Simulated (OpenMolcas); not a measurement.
## Potential curves of BCl⁺: spin-free states

Calculated with OpenMolcas 26.06: state-averaged CASSCF(7,7) over Cl 3p, B 2s 2p, XMS-CASPT2 (IPEA 0.25, imaginary shift 0.2 hartree), scalar X2C, ANO-RCC-VTZP, then RASSI spin–orbit state interaction with atomic mean-field integrals. C2 symmetry about the axis (a holds Σ, Δ, Γ; b holds Π, Φ, H; Σ⁺ and Σ⁻ are not told apart); roots by multiplicity and irrep: 2a 1, 2b 4, 4a 3.

XMS-CASPT2 energies in eV from the lowest point. Curves are followed by energy order within each symmetry, so they are adiabatic and may change character at avoided crossings; Σ⁺ and Σ⁻ are counted together.

```tsv
R (Å)	(1)2Σ	(1)2Π	(2)2Π	(1)4Σ	(1)4Δ
1.379	1.536	6.706	8.514	8.987	9.629
1.459	0.539	5.504	6.756	7.377	7.952
1.531	0.115	4.837	5.729	6.427	6.941
1.603	0.000	4.329	5.126	5.819	6.272
1.683	0.118	3.864	4.936	5.418	5.813
1.763	0.402	3.432	4.964	5.223	5.563
1.875	0.949	3.039	5.201	5.167	5.443
2.020	1.728	2.756	5.625	5.310	5.515
2.244	2.596	2.595	6.269	5.727	5.854
2.565	3.198	2.671	7.008	6.378	6.441
```

(1) With masses 34.969 and 11.009 u, fit the curves (1)2Σ, (1)4Σ, (1)4Δ near their minima.

Only roots inside an energy window near the equilibrium distance were included, so the list of states is not complete; labels number the states computed. Each spin and symmetry block has orbitals of its own, averaged over its own roots, so gaps between blocks are less sure than gaps within one and near the minimum can be off by tenths of an eV, in bad cases by more. No Rydberg orbitals are active, so Rydberg states, and σ→σ* states whose orbital the CASSCF left unused, can be missing between those listed. CASPT2 splits the two components of degenerate states numerically, here by up to 26 cm⁻¹. No roots were computed in block 4b (none fell in the window or the block failed), so states of that kind are missing and can lie low or lowest. Points that failed a check (symmetry, reference weights, a jump) are left out.

## Answers

(1) At XMS-CASPT2, Te from the lowest curve (the fit fixes ωe to a per cent or two; the method's Re and ωe can be off by some per cent):

| curve | Te (cm⁻¹) | Re (Å) | ωe (cm⁻¹) |
| --- | --- | --- | --- |
| (1)2Σ | 0 | 1.601 | 1150.7 |
| (1)4Σ | 41640 | 1.850 | 662.6 |
| (1)4Δ | 43880 | 1.894 | 610.9 |
